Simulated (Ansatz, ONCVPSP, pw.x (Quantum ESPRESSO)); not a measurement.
# Mo (Z = 42): one change to the ONCV potential, in the atom and in the bcc crystal

```
Element                 : Mo
Generator               : ONCVPSP 4.0.1.1 (patched build)
Type                    : optimised norm-conserving Vanderbilt (ONCV)
Functional              : PBE
Relativity              : scalar-relativistic
Frozen core             : [Ar] 3d10
Valence charge          : 14
Reference configuration : 4s2 4p6 4d5 5s0.75 (charge +0.25)
Partial waves           : 4s+5s: rc 2.15 bohr, ncon 4, nbas 7, qcut 5.6 1/bohr, 2 projectors; 4p: rc 1.90 bohr, ncon 3, nbas 7, qcut 5.9 1/bohr, 1 projector; 4d: rc 2.65 bohr, ncon 3, nbas 8, qcut 6.9 1/bohr, 2 projectors, debl 3 Ha
Local potential         : polynomial inside 1.45 bohr (lpopt 4, dvloc0 0 Ha)
Core correction         : Teter function, fcfact 2.5, rcfact 1.55
```

Change: local potential polynomial inside 1.85 bohr (lpopt 5, dvloc0 0 Ha).

Cutoffs, loose and tight: the cutoffs (Ha) at which the residual kinetic energy of the hardest occupied pseudo-wave falls to 1 and 0.1 mHa per electron. They do not see the model core or the augmentation charge, which bear on the density cutoff. Test errors are all-electron minus pseudo excitation energies from the reference, over the configurations 4s2 4p6 4d5 5s1; 4s2 4p6 4d5 5s0; 4s2 4p6 4d4 5s0; 4s2 4p6 4d4 5s1 5p1; variants that change the core or the reference have their own tests.

Crystal test: bcc Mo in pw.x 7.5, no spin, 15³ k-points, Fermi–Dirac smearing 0.01 Ry, cutoffs set for each file from its atomic test. The reference is all-electron LAPW (Ansatz 0.2.0) with the same functional, mesh and smearing; V0 and B0 come from Birch–Murnaghan fits to the pressures at five volumes. Errors are pseudo minus all-electron; Δ is the rms difference of the E(V) curves that follow from these fits, minima aligned, over ±6 % about the mean V0. Mesh and smearing are coarse, so the numbers serve the comparison and aren't converged zero-temperature values; the lattice is a test structure that the element need not adopt.

All-electron: a0 = 3.162 Å (V0 = 15.80 Å³/atom), B0 = 259.2 GPa.

Task: Does the change bring the crystal closer to the all-electron result?

Result: The mean pressure error goes from +0.23 to -0.52 GPa, so the change moves the solid further from the all-electron pressures.

```
                       quantity       base    changed
                 outcome (atom)  generated  generated
           cutoff, loose (atom)      14 Ha      14 Ha
           cutoff, tight (atom)      16 Ha      16 Ha
            bound ghosts (atom)       none       none
largest test error (meV) (atom)        +38        +73
           cutoffs in pw.x (Ry)     50/200     50/200
                         a0 (Å)      3.163      3.159
                   a0 error (%)      +0.03      -0.07
                   B0 error (%)       +0.6       +1.9
                   Δ (meV/atom)        0.8        1.8
      mean pressure error (GPa)      +0.23      -0.52
```
